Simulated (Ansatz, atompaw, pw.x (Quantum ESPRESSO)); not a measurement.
**From atom to crystal: PAW (atompaw) potential for titanium**

* Element: Ti (Z = 22)
* Generator: atompaw 4.2.0.5
* Type: PAW
* Functional: PBEsol
* Relativity: scalar-relativistic
* Frozen core: [Ne]
* Valence charge: 12
* Reference configuration: 3s2 3p6 3d2.5 4s1.5 4p0
* Partial waves: 3s (bound): rc 1.45 bohr; 4s (bound): rc 2.80 bohr; 3p (bound): rc 1.70 bohr; 4p (bound, empty): rc 2.80 bohr; 3d (bound): rc 2.80 bohr; 3d channel at 0.65 Ry: rc 2.80 bohr
* Local potential: bessel scheme, radius 1.95 bohr
* Core correction: smooth core density matched at 1.80 bohr
* Augmentation charge: sinc compensation charge, radius 2.15 bohr; PAW radius 2.80 bohr; waves and projectors: custom rrkj gramschmidtortho

Crystal test: bcc Ti in pw.x 7.5, no spin, 14³ k-points, Fermi–Dirac smearing 0.01 Ry, cutoffs 60/600 Ry. The reference is all-electron LAPW (Ansatz 0.2.0) with the same functional, mesh and smearing; V0 and B0 come from Birch–Murnaghan fits to the pressures at five volumes. Errors are pseudo minus all-electron; Δ is the rms difference of the E(V) curves that follow from these fits, minima aligned, over ±6 % about the mean V0. Mesh and smearing are coarse, so the numbers serve the comparison and aren't converged zero-temperature values; the lattice is a test structure that the element need not adopt.

```csv
V (Å³/atom),P all-electron (GPa),P pseudo (GPa)
15.812,6.28,7.43
16.228,3.02,4.03
16.644,0.09,0.99
17.060,-2.55,-1.73
17.476,-4.91,-4.14
```

All-electron: a0 = 3.218 Å (V0 = 16.66 Å³/atom), B0 = 110.7 GPa.

Pseudopotential: mean pressure error (GPa): +0.93; a0 (Å): 3.226; a0 error (%): +0.26; B0 error (%): +0.4; Δ (meV/atom): 3.3. The largest radius (2.80 bohr) exceeds half the bond length (2.63 bohr), so the spheres overlap, which is one possible source of error among others.

At the middle volume, how do free energy and pressure move when the wave cutoff is lowered (ecutrho held at 600 Ry)?

```tsv
cutoff (Ry)	shift of F (meV/atom)	shift of P (GPa)
27	+109.4	-7.13
36	+48.0	-0.62
48	+5.9	-0.52
```

Input at the middle volume:

```
&control
  calculation='scf', prefix='x', pseudo_dir='./', outdir='./tmp', tstress=.true., disk_io='low'
/
&system
  ibrav=0, nat=1, ntyp=1, ecutwfc=60, ecutrho=600, nbnd=14,
  occupations='smearing', smearing='fd', degauss=0.01
/
&electrons
  conv_thr=1e-09, mixing_beta=0.4, electron_maxstep=70
/
ATOMIC_SPECIES
Ti 1.0 Ti.UPF
CELL_PARAMETERS angstrom
  -1.60841916 1.60841916 1.60841916
  1.60841916 -1.60841916 1.60841916
  1.60841916 1.60841916 -1.60841916
ATOMIC_POSITIONS crystal
Ti 0.0000 0.0000 0.0000
K_POINTS automatic
14 14 14 0 0 0
```

```bash
pw.x < Ti.scf.in > Ti.scf.out
```

Lines of the output:

```
Message from routine setup:
     using ibrav=0 with symmetry is DISCOURAGED, use correct ibrav instead
     lattice parameter (alat)  =       5.2645  a.u.
     unit-cell volume          =     112.3193 (a.u.)^3
     number of electrons       =        12.00
     number of Kohn-Sham states=           14
     kinetic-energy cutoff     =      60.0000  Ry
     charge density cutoff     =     600.0000  Ry
     scf convergence threshold =      1.0E-09
     Exchange-correlation= SLA PW PSX PSC
     number of k points=   104  Fermi-Dirac smearing, width (Ry)=  0.0100
     iteration #  1     ecut=    60.00 Ry     beta= 0.40
     total energy              =    -181.72462479 Ry
     estimated scf accuracy    <       0.20433340 Ry
     iteration #  2     ecut=    60.00 Ry     beta= 0.40
     total energy              =    -181.76685387 Ry
     estimated scf accuracy    <       0.00061036 Ry
     iteration #  3     ecut=    60.00 Ry     beta= 0.40
     total energy              =    -181.76686114 Ry
     estimated scf accuracy    <       0.00017821 Ry
     iteration #  4     ecut=    60.00 Ry     beta= 0.40
     total energy              =    -181.76686525 Ry
     estimated scf accuracy    <       0.00000227 Ry
     iteration #  5     ecut=    60.00 Ry     beta= 0.40
     total energy              =    -181.76686604 Ry
     estimated scf accuracy    <       0.00000088 Ry
     iteration #  6     ecut=    60.00 Ry     beta= 0.40
     total energy              =    -181.76686626 Ry
     estimated scf accuracy    <          3.1E-09 Ry
     iteration #  7     ecut=    60.00 Ry     beta= 0.40
     the Fermi energy is    13.7597 ev
!    total energy              =    -181.76686627 Ry
     estimated scf accuracy    <          2.5E-11 Ry
     smearing contrib. (-TS)   =      -0.00983295 Ry
     The total energy is F=E-TS. E is the sum of the following terms:
     one-electron contribution =     -37.34345371 Ry
     hartree contribution      =      23.45683608 Ry
     xc contribution           =     -14.20102392 Ry
     ewald contribution        =     -86.20735237 Ry
     one-center paw contrib.   =     -67.46203938 Ry
     convergence has been achieved in   7 iterations
          total   stress  (Ry/bohr**3)                   (kbar)     P=        9.87
```

The run at the middle volume (104 k-points, 7 iterations) took about 10 s on one core of a shared host (Intel(R) Xeon(R) 6975P-C, 192 threads, 744 GiB, load 57).
